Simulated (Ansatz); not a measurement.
Input file:

```yaml
crystal:
  periodic: [false, false, false]
  atoms:
    - {symbol: Zr, position_ang: [-0.572050, 0.004093, 0.003298]}
    - {symbol: C, position_ang: [3.392782, -0.024278, -0.019562]}
    - {symbol: H, position_ang: [3.774322, -1.055010, -0.016712]}
    - {symbol: H, position_ang: [3.790476, 0.491287, 0.865887]}
    - {symbol: H, position_ang: [3.780148, 0.482540, -0.914588]}
basis:
  gaussian: {orbitals: def2-SVP}
magnetization: {spin_polarized: false, initial_magnetization: 3}
correlation: {method: ccsdt_q, electrons: outside_noble_gas}
```

```sh
$ ansatz run in.yaml --threads 2 --pin off --events-out ev --progress --plain --max-ram 16896MiB --backend cuda --devices 0, --max-vram 18GiB
```

The program prints:

```
1100 factors; integrals over basis functions are off by at most 1.9e-7 eV
mean field evaluation 1: about -2333.2049 eV, gradient 2.9e1 eV
mean field evaluation 2: about -2333.2059 eV, gradient 2.9e1 eV
mean field evaluation 4: about -2337.3833 eV, gradient 3.9e0 eV
mean field evaluation 8: about -2338.6007 eV, gradient 1.2e0 eV
mean field evaluation 16: about -2338.6850 eV, gradient 2.2e-1 eV
mean field evaluation 32: about -2338.6878 eV, gradient 6.7e-8 eV
mean field evaluation 64: about -2338.6876 eV, gradient 1.1e-3 eV
mean field evaluation 96: about -2338.6878 eV, gradient 2.2e-6 eV
mean field evaluation 128: about -2338.6875 eV, gradient 2.4e-5 eV
mean field evaluation 160: about -2338.6876 eV, gradient 3.6e-2 eV
...
mean field -2338.68776439 eV, -85.9451901217 hartree, gradient 6.7e-8 eV, S^2 3.750000; 47 other end points of the search recorded, 0 dependent functions left out
...
determinant -2338.68776439 eV, -85.9451901217 hartree, with singles and doubles -2344.21734407 eV, -86.1483984271 hartree
determinant -2338.68745615 eV, -85.9451787943 hartree, with singles and doubles -2344.21684275 eV, -86.1483800037 hartree
determinant -2338.67798355 eV, -85.9448306827 hartree, with singles and doubles -2344.20752993 eV, -86.1480377639 hartree
determinant -2338.64700065 eV, -85.9436920821 hartree, with singles and doubles -2344.17352881 eV, -86.1467882460 hartree
determinant -2338.47542202 eV, -85.9373866838 hartree, with singles and doubles -2344.11654270 eV, -86.1446940450 hartree
determinant -2338.47415900 eV, -85.9373402684 hartree, with singles and doubles -2344.08878710 eV, -86.1436740453 hartree
determinant -2337.86106863 eV, -85.9148096130 hartree, with singles and doubles -2343.74303923 eV, -86.1309680458 hartree
determinant -2336.83182479 eV, -85.8769855996 hartree, with singles and doubles -2342.20890674 eV, -86.0745897163 hartree
determinant -2336.83065464 eV, -85.8769425974 hartree, with singles and doubles -2342.20731653 eV, -86.0745312775 hartree
determinant -2336.82822301 eV, -85.8768532366 hartree, with singles and doubles -2342.18255113 eV, -86.0736211656 hartree
determinant -2336.81221781 eV, -85.8762650564 hartree, with singles and doubles -2342.19033907 eV, -86.0739073670 hartree
determinant -2336.81114569 eV, -85.8762256565 hartree, with singles and doubles -2342.18565915 eV, -86.0737353832 hartree
determinant -2336.78950517 eV, -85.8754303823 hartree, with singles and doubles -2342.17059763 eV, -86.0731818826 hartree
determinant -2336.77542667 eV, -85.8749130068 hartree, with singles and doubles -2342.21284010 eV, -86.0747342647 hartree
determinant -2336.54230463 eV, -85.8663459300 hartree, with singles and doubles -2342.13016042 eV, -86.0716958427 hartree
determinant -2336.52867709 eV, -85.8658451270 hartree, with singles and doubles -2342.12359810 eV, -86.0714546816 hartree
determinant -2336.52340971 eV, -85.8656515544 hartree, with singles and doubles -2342.11294531 eV, -86.0710631991 hartree
determinant -2336.48990835 eV, -85.8644204020 hartree, with singles and doubles -2342.08386718 eV, -86.0699945975 hartree
determinant -2335.80257265 eV, -85.8391612809 hartree, with singles and doubles -2341.02723965 eV, -86.0311642519 hartree
determinant -2335.67935111 eV, -85.8346329729 hartree, with singles and doubles -2341.52238331 eV, -86.0493604456 hartree
determinant -2335.64434370 eV, -85.8333464745 hartree, with singles and doubles -2341.70071561 eV, -86.0559140371 hartree
determinant -2335.56851628 eV, -85.8305598681 hartree, with singles and doubles -2341.15002804 eV, -86.0356766418 hartree
determinant -2335.27124980 eV, -85.8196355266 hartree, with singles and doubles -2340.75244876 eV, -86.0210658730 hartree
determinant -2338.68776439 eV, -85.9451901217 hartree, with singles and doubles -2344.22424104 eV, -86.1486518861 hartree
determinant -2338.68745615 eV, -85.9451787943 hartree, with singles and doubles -2344.22373640 eV, -86.1486333407 hartree
determinant -2338.67798355 eV, -85.9448306827 hartree, with singles and doubles -2344.21437414 eV, -86.1482892839 hartree
determinant -2338.64700065 eV, -85.9436920821 hartree, with singles and doubles -2344.17793218 eV, -86.1469500669 hartree
determinant -2338.47542202 eV, -85.9373866838 hartree, with singles and doubles -2344.14269109 eV, -86.1456549804 hartree
determinant -2338.47415900 eV, -85.9373402684 hartree, with singles and doubles -2344.11571133 eV, -86.1446634927 hartree
determinant -2337.86106863 eV, -85.9148096130 hartree, with singles and doubles -2343.83445488 eV, -86.1343275089 hartree
5 core orbitals not correlated: weight in the atoms' cores, before any rotation towards them, 1.000 or more for the frozen orbitals, at most 0.000 for the correlated occupied ones
reference -2338.68776439 eV, -85.9451901217 hartree; 7, 4 occupied and 48, 51 virtual orbitals, 1100 factors
second order -4.53071913 eV of doubles, -0.05779695 eV of singles
...
cycle  40  -5.72577296 eV  change   -1.2e-5 eV  update   2.9e-5
cycle  41  -5.72576733 eV  change    5.6e-6 eV  update   3.4e-5
cycle  42  -5.72576207 eV  change    5.3e-6 eV  update   2.5e-5
cycle  43  -5.72575989 eV  change    2.2e-6 eV  update   2.3e-5
cycle  44  -5.72575800 eV  change    1.9e-6 eV  update   2.5e-5
cycle  45  -5.72575734 eV  change    6.6e-7 eV  update   1.5e-5
cycle  46  -5.72575782 eV  change   -4.7e-7 eV  update   4.1e-6
cycle  47  -5.72575811 eV  change   -2.9e-7 eV  update   2.7e-6
cycle  48  -5.72575788 eV  change    2.3e-7 eV  update   2.2e-6
cycle  49  -5.72575770 eV  change    1.8e-7 eV  update   1.2e-6
perturbative correction -0.00701408 eV, -0.0002577628 hartree
Total energy: -2344.42053617 eV, -86.1558655990 hartree
```

Ran on 2 threads of AMD EPYC 7R13 with a shared H100 80 GB, shared host: 19 s wall, 0.86 GiB peak host memory.
